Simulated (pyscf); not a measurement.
# Four-centre exchange: HO–Si(OH)(F)–O–SiH₃ + hydrogen fluoride (HF) -> HO–Si(OH)(F)–F + silanol (HO–SiH₃)

Gas phase, singlet surface, charge 0. Bonds broken: Si2–O5, H12–F13. Bonds formed: Si2–F13, O5–H12. Optimised with ωB97X-D3(BJ)/def2-SVP in PySCF.

Transition state (Å):

```xyz
13

O      1.0216    -1.1548    -0.3048
Si    -0.2088    -0.4362     0.5260
O     -1.2153    -0.0093    -0.7436
F     -1.1370    -1.3881     1.4454
O     -0.2346     1.2328     1.1073
Si    -1.0248     2.5713     0.3826
H      1.7539    -1.4271     0.2599
H     -1.1564    -0.5603    -1.5298
H     -0.4649     2.8075    -0.9675
H     -0.6869     3.7079     1.2805
H     -2.4839     2.3320     0.3756
H      0.5199     0.8604     1.8768
F      1.0030    -0.2531     2.0320
```

One imaginary mode, 756i cm⁻¹; descent along it reached the two sides named, in the forms told below.

```csv
bond,change,reactant side (Å),saddle,product side
Si2–O5,breaks,1.661,1.767,2.088
H12–F13,breaks,0.944,1.224,2.7
Si2–F13,forms,3.1,1.942,1.626
O5–H12,forms,1.717,1.140,0.964
```

Electronic energies relative to the separated reactants (eV):

| level | barrier | reaction energy | reverse barrier |
|---|---|---|---|
| ωB97X-D3(BJ)/def2-TZVP | 0.68 | -0.15 | 0.83 |
| PBE/def2-TZVP | 0.54 | -0.31 | 0.85 |
| r²SCAN/def2-TZVP | 0.55 | -0.28 | 0.83 |
| B3LYP-D3(BJ)/def2-TZVP | 0.70 | -0.21 | 0.91 |
| PBE0-D3(BJ)/def2-TZVP | 0.62 | -0.21 | 0.82 |
| M06-2X/def2-TZVP | 0.64 | -0.19 | 0.83 |
| ωB97M-D3(BJ)/def2-TZVP | 0.67 | -0.23 | 0.90 |
| HF/def2-TZVP | 1.45 | -0.25 | 1.70 |

With ωB97M-D3(BJ)/def2-TZVP energies and thermal terms (ideal gas, 1 atm, RRHO with modes under 100 cm⁻¹ raised to 100, one conformer, R ln 2 for rigid chiral ones), in eV:

| T (K) | ΔH‡ | ΔG‡ | ΔH | ΔG |
|---|---|---|---|---|
| 298 | 0.64 | 1.16 | -0.23 | -0.32 |
| 600 | 0.62 | 1.69 | -0.26 | -0.39 |
| 900 | 0.62 | 2.23 | -0.27 | -0.45 |
| 1200 | 0.64 | 2.77 | -0.29 | -0.51 |

On the reactant side the descent ends in a complex, 0.35 eV under the separated species and 1.03 eV under the saddle at ωB97X-D3(BJ)/def2-TZVP. On the product side the descent ends in an adduct with a O–Si contact (not fully relaxed), 0.04 eV under the separated species and 0.87 eV under the saddle at ωB97X-D3(BJ)/def2-TZVP. What is counted as broken (O–Si) persists as a longer contact in the product adduct; parting that adduct is a step of its own. This is the saddle that the search found; another between the same sides may lie lower.
